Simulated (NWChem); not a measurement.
Species: dimethylamine (C₂H₇N); SMILES CNC

All runs: NWChem. Pople sets run with spherical d functions. Geometry: optimised at PBE0/def2-SVP. Total energies compare along this basis series because the functional is fixed.

```csv
level,basis functions,energy (Ha),highest occupied level (eV),orbital gap (eV),dipole (D)
B3LYP/STO-3G,22,-133.4798,-3.37,13.47,1.09
B3LYP/3-21G,41,-134.4207,-5.36,8.41,1.03
B3LYP/6-31G*,56,-135.1599,-5.78,8.17,0.94
B3LYP/6-31+G*,68,-135.1676,-6.10,6.27,1.03
B3LYP/def2-SVP,77,-135.0646,-5.87,7.39,0.87
B3LYP/def2-SVPD,116,-135.0783,-6.16,6.65,0.92
B3LYP/def2-TZVP,135,-135.2210,-6.13,6.98,0.90
B3LYP/6-311++G**,115,-135.2090,-6.16,5.89,0.98
B3LYP/aug-cc-pVTZ,299,-135.2221,-6.19,5.87,0.91
```
